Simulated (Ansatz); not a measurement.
**Forces away from equilibrium**

Si$_{2}$H$_{4}$S (SMILES [SiH3][SiH]=S), closed shell, at a frame of a short PBE0-D4/def2-SVP trajectory.

```
7
angstrom
Si -0.8253 0.5180 -0.3277
Si 1.0225 -0.6778 0.3671
S 2.1272 -0.4434 2.0000
H -1.7738 -0.3487 -1.0512
H -0.3950 1.5946 -1.2136
H -1.5564 1.1014 0.8392
H 1.3706 -1.7360 -0.5760
```

Computed with Ansatz 0.2.0 (basis: def2-TZVPP); correlated methods freeze the cores.

CCSD(T) forces from the calculation:
| atom | Fx | Fy | Fz (eV/Å) |
| --- | --- | --- | --- |
| Si1 | -0.784 | 0.302 | 0.521 |
| Si2 | 0.735 | -0.065 | 0.922 |
| S3 | -0.459 | 0.058 | -0.491 |
| H4 | 0.025 | -0.174 | -0.119 |
| H5 | 0.170 | 0.297 | -0.282 |
| H6 | 0.237 | -0.090 | -0.169 |
| H7 | 0.076 | -0.328 | -0.381 |

Which atom feels the largest CCSD(T) force, and how large is it?

Si2, 1.18 eV/Å, along (0.62, -0.06, 0.78).

Root-mean-square difference of the force components from those of CCSD(T): PBE-D4 0.149; r2SCAN-D4 0.087; PBE0-D4 0.130; wB97M-V 0.159 eV/Å.

No T1 diagnostic of these runs exceeds 0.019.

For scale, one of the runs: CCSD(T)/def2-TZVPP forces, 182 basis functions, launched by `ansatz run in.yaml --threads 2 --pin off --events-out ev --progress --plain --max-ram 3481MiB`. Hardware: 2 CPU threads of an Arm Neoverse V2, shared host. Wall time 120 s; peak host memory 2.8 GiB.
